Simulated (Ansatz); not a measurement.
**AlNH4 (triplet): wave-function methods side by side at distance Al1–H4 along a hydrogen transfer = 1.881 Å, cc-pVDZ**

One table from this session's results is given with a row withheld; the runs are named, their logs left out.

Computed with Ansatz 0.2.0, Gaussian basis. Level: cc-pVDZ, core rule «outside noble gas», up to 6 orbitals frozen.

Plan: UHF; CCSD(T) on ROHF; CCSD(T) on UHF; BCCD(T) on ROHF; CISD; CCSDT(Q) on ROHF; CCSDT(Q) on UHF; CASSCF and MRCISD+Q, 4 electrons in 4 orbitals; CASSCF and NEVPT2, 4 electrons in 4 orbitals.

7 further runs of the same task are left out: 6 that didn't finish, 1 set aside as unsound or not needed.

### The geometry

The geometry derives from fragments relaxed apart (PBE0/def2-TZVP) and kept rigid, so it is no stationary point. A hydrogen atom is moved between rigid fragments.

6 atoms, charge 0, spin multiplicity 3.

Atoms are counted from 1 here; the program's logs count them from 0.

Bond lengths: Al1–H2 1.586 Å, Al1–H3 1.586 Å, Al1–H4 1.881 Å, H4–N5 1.089 Å, N5–H6 1.040 Å. Angles: H2–Al1–H3 120.0°, H2–Al1–H4 120.0°, H3–Al1–H4 120.0°, Al1–H4–N5 180.0°, H4–N5–H6 105.0°.

The first run:

in.yaml reads:

```yaml
crystal:
  periodic: [false, false, false]
  atoms:
    - {symbol: Al, position_ang: [-1.003159, 0.022483, 0.000000]}
    - {symbol: H, position_ang: [-1.796082, 1.395868, 0.000000]}
    - {symbol: H, position_ang: [-1.796082, -1.350901, 0.000000]}
    - {symbol: H, position_ang: [0.877841, 0.022483, 0.000000]}
    - {symbol: N, position_ang: [1.966841, 0.022483, 0.000000]}
    - {symbol: H, position_ang: [2.235923, -0.981743, 0.000000]}
basis:
  gaussian: {orbitals: cc-pVDZ}
magnetization: {spin_polarized: true, initial_magnetization: 2}
hamiltonian: {xc: hf}
output: {orbitals: {seedname: orbitals}}
```

Command:

```sh
$ ansatz run in.yaml --threads 1 --pin off --events-out ev --progress --plain --max-ram 2393MiB
```

Among the steps run: UHF; CCSD(T) on ROHF; CCSD(T) on UHF; BCCD(T) on ROHF; CISD; CCSDT(Q) on ROHF; CCSDT(Q) on UHF; CASSCF and MRCISD+Q, 4 electrons in 4 orbitals; CASSCF and NEVPT2, 4 electrons in 4 orbitals.

One of the session's tables, all rows but one given; the rest of the session is left out.

```
   method  from UCCSDT(Q) (kcal/mol)
     ROHF                    +164.94
      UHF                    +159.47
     RMP2                          ?
     UMP2                     +28.68
     CISD                     +16.15
    RCCSD                      +3.96
    UCCSD                      +3.85
 RCCSD(T)                      +0.81
 UCCSD(T)                      +0.81
  BCCD(T)                      +0.82
   RCCSDT                      +0.23
   UCCSDT                      +0.21
RCCSDT(Q)                      +0.02
UCCSDT(Q)                          0
```

Q: Estimate the row for RMP2 from the others.

**Answer.** from UCCSDT(Q) (kcal/mol): +28.11. In the column «from UCCSDT(Q) (kcal/mol)» it lies between CISD (+16.15) and UMP2 (+28.68).

Left out of the table: CASSCF pair, NEVPT2 pair, MRCISD pair, MRCISD+Q pair (the active space lost an orbital or holds another state than full CI finds).

Caveats from the session: Restricted and unrestricted rows rest on different reference determinants; where their highest levels disagree by more than a few hundredths of an eV, they describe different states and don't form one ladder. Warnings in the runs' records: passed over end.
